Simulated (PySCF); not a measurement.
Species: CF3NH2.
Numbering: `[NH2:1][C:2]([F:3])([F:4])[F:5]` (hydrogens: H6, H7 on N1)

Computed by this run: PySCF, PBE0-D3(BJ)/def2-SVP geometry optimisation, gas phase; density fitting, grid level 1; the optimiser is geomeTRIC in internal coordinates, started from an MMFF94s structure.

Step 0: E = -10691.9640 eV
```
atom  x, y, z in Å  |  force x, y, z in eV/Å
N1      0.8024   -0.3264   -0.3958   -1.021   0.753   0.019
C2     -0.4130    0.3106    0.0019    1.131  -0.374  -0.692
F3     -1.3722    0.1049   -0.9143    0.442   0.236   0.753
F4     -0.2206    1.6293    0.1631   -0.361  -0.814   0.007
F5     -0.8127   -0.2152    1.1733   -0.756   0.522   0.079
H6      0.5819   -1.3157   -0.4128    0.155  -0.330  -0.202
H7      1.4343   -0.1874    0.3846    0.409   0.007   0.036
```

Step 1: E = -10692.0596 eV
```
atom  x, y, z in Å  |  force x, y, z in eV/Å
N1      0.7675   -0.3549   -0.3994   -0.162   0.075   0.519
C2     -0.4170    0.2783    0.0100   -0.048   0.020  -0.207
F3     -1.3780    0.1719   -0.9034    0.064  -0.207  -0.059
F4     -0.1761    1.5681    0.2031    0.049   0.252   0.132
F5     -0.9390   -0.2008    1.1607    0.055  -0.026  -0.017
H6      0.6578   -1.3645   -0.3512   -0.056  -0.081  -0.156
H7      1.4848   -0.0983    0.2801    0.097  -0.034  -0.211
```

Question: Estimate the geometry and energy of step 2. (The exact step hangs on the optimiser's Hessian estimate; all steps are aligned on step 1, rigid shifts and turns removed.)

Answer: E = -10692.0764 eV, largest force 0.283 eV/Å
```
atom  x, y, z in Å  |  force x, y, z in eV/Å
N1      0.7620   -0.3516   -0.3807    0.012   0.017   0.282
C2     -0.4194    0.2889    0.0152    0.167  -0.146  -0.070
F3     -1.3625    0.1474   -0.9122   -0.015   0.039   0.017
F4     -0.1894    1.5852    0.2129   -0.052  -0.059  -0.042
F5     -0.9444   -0.1947    1.1622   -0.053   0.061   0.036
H6      0.6418   -1.3628   -0.3638   -0.044   0.059  -0.126
H7      1.5119   -0.1124    0.2664   -0.015   0.029  -0.098
```

The energy changes by -0.0169 eV. The first-order estimate −F·Δx gives -0.0298 eV and the mean of the old and new forces, exact on a quadratic surface, -0.0172 eV. The step makes an angle of 49° with the force vector and moves no atom by more than 0.034 Å.

The cost below is that of the whole optimisation. Hardware: Arm Neoverse V1, one thread, no GPU, shared host. Cost: 18 s of wall time.
